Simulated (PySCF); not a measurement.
Compound: C2N- anion, C₂N (charge -1 and triplet state).
Atom-mapped SMILES: `[C-:1][C:2]#[N:3]`

Geometry (PBE0-D3(BJ)/def2-SVP, Å), atoms numbered from 1 in this order:
```
atom  x, y, z in Å
C1     0.972   -0.586   -0.562
C2    -0.034    0.117    0.014
N3    -0.932    0.745    0.529
```

Method: PySCF, PBE0-D3(BJ)/def2-SVP geometry optimisation, gas phase.

Masses are those of the commonest isotopes; rigid-rotor values at the optimised geometry. 

Q: What are the moment of inertia and the rotational constant?

A: I = 42.583 u·Å², B = 505379 MHz·u·Å²/I = 11868 MHz (0.3959 cm⁻¹, or 0.570 K as hB/k).

Q: List the first levels of a rigid rotor in a Σ state.

A: E(J) = BJ(J+1): J = 1: 0.792, J = 2: 2.375, J = 3: 4.751, J = 4: 7.918, J = 5: 11.876, J = 6: 16.627 cm⁻¹. For this open shell read J as N, the rotation without spin; fine and hyperfine splittings come on top.

Q: Where do the first rotational lines fall?

A: The dipole is 1.98 D (about the centre of mass, as the species is charged); J+1 ← J lies at 2B(J+1): 1 ← 0 at 23.74 GHz, 2 ← 1 at 47.47 GHz, 3 ← 2 at 71.21 GHz, 4 ← 3 at 94.95 GHz, 5 ← 4 at 118.68 GHz, 6 ← 5 at 142.42 GHz.

Q: Estimate the classical rotational partition function at 25 K, 100 K and 200 K.

A: Point group C∞v, symmetry number σ = 1; q = kT/(σhB), k/h = 20836.6 MHz/K: 43.9 at 25 K, 176 at 100 K, 351 at 200 K.

Not checked by PBE0-D3(BJ)/def2-SVP frequencies. ⟨S²⟩ = 2.045 (exact for a triplet: 2.00). Whether the extra electron is bound in the gas phase wasn't checked; a finite basis holds it in any case. The geometry's basis has no diffuse functions, a weakness for an anion. No vibrational averaging or centrifugal distortion is included, and the geometry carries the error of its method.

On an Arm Neoverse V1 with one thread, no GPU, shared host with 32 logical CPUs at a one-minute load of 14, this took 3.5 s and 0.25 GiB of memory at its peak. This is the geometry optimisation.
